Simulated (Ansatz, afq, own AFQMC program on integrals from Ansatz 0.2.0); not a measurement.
**Where AFQMC and coupled cluster stand for SiNH2⁺, quintet**

```xyz
4

Si    0.0095   -0.1038    0.6022
N    -0.0872    0.1443   -1.1807
H     0.2656    1.1829    1.3191
H     0.6831   -0.2976   -1.6914
```

Connectivity, by distances: SiH–NH.

Basis cc-pVDZ. Noble-gas cores (and the filled d shells of Ga–Kr and In–Xe) are frozen. Ansatz 0.2.0 and our own AFQMC program on the same integrals; the CISD trial comes from CCSD amplitudes, and released means the phaseless constraint is let go. ± is one standard error of the sampling.

Determinant: UHF, the one that the program's search chose, which needn't be the lowest solution. The geometry is a PBE0/def2-TZVP stationary point of this or a neighbouring charge and spin state.

No full CI on the walks' own integrals is used here; CCSDT(Q) serves as the reference and is uncertain by about the last step of the cluster series.

Cautions: lower spins were not checked.

- T1 diagnostic: 0.0244
- weight of the determinant in the CISD state: 0.907
- ⟨S²⟩ of the determinant: 6.016
- size of the correlated space: 10 electrons in 36 orbitals

Reference: CCSDT(Q), correlation energy -5.119 eV. The released energy is read at 2.40 1/Eh (meV from the phaseless value at times in 1/Eh: -4.0 ± 1.9 at 0.24, -5.9 ± 2.0 at 0.51, -8.2 ± 2.1 at 0.99, -7.6 ± 1.7 at 1.62, -10.1 ± 2.0 at 2.40).

| level | E − E(reference) (kcal/mol) | share of correlation (%) |
| --- | --- | --- |
| HF | 118.05 | 0.00 |
| MP2 | 24.33 | 79.39 |
| CCSD | 3.12 | 97.35 |
| CCSD(T) | 0.74 | 99.37 |
| CCSDT | 0.12 | 99.90 |
| ph-AFQMC/CISD | 0.15 ± 0.04 | 99.87 |
| released AFQMC | -0.08 ± 0.05 | 100.07 |

Released energies are given only where the last usable release times agree within the noise; a slower fall can still hide under it.
